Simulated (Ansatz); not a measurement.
# AlSiH₂ (quartet): from Hartree-Fock to the top rungs at distance Si1–Al2 = 4.490 Å, cc-pVDZ

How much of the correlation energy of AlSiH₂ (quartet) does each wave-function method recover here?

Computed with Ansatz 0.2.0, Gaussian basis. Level: cc-pVDZ, core rule «outside noble gas», up to 10 orbitals frozen.

The runs, in order: UHF; CCSD(T) on ROHF; CCSD(T) on UHF; BCCD(T) on ROHF; CISD; CCSDT(Q) on ROHF; CCSDT(Q) on UHF; CASSCF and MRCISD+Q, 5 electrons in 5 orbitals; CASSCF and NEVPT2, 5 electrons in 5 orbitals; CASSCF and MRCISD+Q, 9 electrons in 10 orbitals; CASSCF and NEVPT2, 9 electrons in 10 orbitals.

36 further runs of the same task are left out: 14 for a known fault of the program, 14 that didn't finish, 8 set aside as unsound or not needed.

### 1 The geometry

The geometry derives from a PBE0/def2-TZVP stationary point (not a proven minimum). One bond is set to the value named and the two fragments are kept rigid.

4 atoms, charge 0, spin multiplicity 4.

Atoms are counted from 1 here; the program's logs count them from 0.

Bond lengths: Al2–H3 1.583 Å, Al2–H4 1.583 Å. Angles: H3–Al2–H4 125.2°.

### 2 UHF

in.yaml reads:

```yaml
crystal:
  periodic: [false, false, false]
  atoms:
    - {symbol: Si, position_ang: [0.000000, 0.000000, 2.306597]}
    - {symbol: Al, position_ang: [0.000000, 0.000000, -2.183403]}
    - {symbol: H, position_ang: [0.000000, 1.405470, -2.912053]}
    - {symbol: H, position_ang: [0.000000, -1.405470, -2.912053]}
basis:
  gaussian: {orbitals: cc-pVDZ}
magnetization: {spin_polarized: true, initial_magnetization: 3}
hamiltonian: {xc: hf}
output: {orbitals: {seedname: orbitals}}
```

Run with:

```sh
ansatz run in.yaml --threads 1 --pin off --events-out ev --progress --plain --max-ram 2393MiB
```

After this run come: CCSD(T) on ROHF; CCSD(T) on UHF; BCCD(T) on ROHF; CISD; CCSDT(Q) on ROHF; CCSDT(Q) on UHF; CASSCF and MRCISD+Q, 5 electrons in 5 orbitals; CASSCF and NEVPT2, 5 electrons in 5 orbitals; CASSCF and MRCISD+Q, 9 electrons in 10 orbitals; CASSCF and NEVPT2, 9 electrons in 10 orbitals.

Before running them: what should the planned runs give, taken together? Wanted: UCCSDT(Q) below the RHF energy; RMP2 from UCCSDT(Q); UMP2 from UCCSDT(Q); RCCSD from UCCSDT(Q); RCCSD(T) from UCCSDT(Q); UCCSD(T) from UCCSDT(Q); RCCSDT(Q) from UCCSDT(Q); NEVPT2 pair from UCCSDT(Q); MRCISD+Q pair from UCCSDT(Q).

As calculated:

| quantity | value |
| --- | --- |
| UCCSDT(Q) below the RHF energy | -4.0179 eV |
| RMP2 from UCCSDT(Q) | +109.7 kJ/mol |
| UMP2 from UCCSDT(Q) | +108.9 kJ/mol |
| RCCSD from UCCSDT(Q) | +8.7 kJ/mol |
| RCCSD(T) from UCCSDT(Q) | +2.6 kJ/mol |
| UCCSD(T) from UCCSDT(Q) | +2.6 kJ/mol |
| RCCSDT(Q) from UCCSDT(Q) | 0.0 kJ/mol |
| NEVPT2 pair from UCCSDT(Q) | +106.3 kJ/mol |
| MRCISD+Q pair from UCCSDT(Q) | -4.6 kJ/mol |
| NEVPT2 valence from UCCSDT(Q) | +87.3 kJ/mol |
| levels within 1 kcal/mol (43 meV) | RCCSD(T), UCCSD(T), BCCD(T), RCCSDT, UCCSDT, RCCSDT(Q), MRCISD+Q valence |
| T1 diagnostic | 0.020 |
| effectively unpaired electrons | 3.02 |

In words: RCCSD(T) misses by +2.6 kJ/mol, 0.7 % of the correlation energy. One determinant dominates. Of the multireference levels listed MRCISD+Q valence comes nearest in total energy (+0.2 kJ/mol), which doesn't show that its space is the better one. These misses are within one basis, not against nature; the frozen cores of restricted and unrestricted runs differ, which can shift their rows.
